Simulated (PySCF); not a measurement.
Input for PySCF: R-HF/STO-3G on H2O (SMILES O).

```python
from pyscf import gto, scf, dft, mp
from pyscf.data.elements import chemcore

mol = gto.M(
    atom='''
    O    -2.11679569   -0.55936012   -0.00473731
    H    -2.47545269    0.32832188    0.02759469
    H    -1.15528769   -0.42176512    0.01139069
    ''',
    basis='sto-3g',
    charge=0, spin=0, verbose=3, max_memory=1800)
mf = scf.RHF(mol)
mf.conv_tol = 1e-8
mf.max_cycle = 100
mf.kernel()
if not mf.converged:
    mf = mf.newton().run(mf.mo_coeff, mf.mo_occ)
```

### Question
Predict the final total energy.

### Answer
-74.9640 hartree.
